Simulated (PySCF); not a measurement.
Method: TPSSh-D3(BJ)/def2-TZVP // PBE0-D3(BJ)/def2-TZVP run with PySCF 2.14.0. Gas-phase values, no solvent. 

Reference species (SMILES): `ClC(Cl)(Cl)Cl` (neutral, multiplicity 1).

| Property | Value |
|---|---|
| dipole moment | 0.00 D |

Changed species: `CCl` (whole molecule; the reference has whole molecule).

Give the shifts of the dipole moment.

the dipole moment goes up by 1.92 D, to 1.92 D.
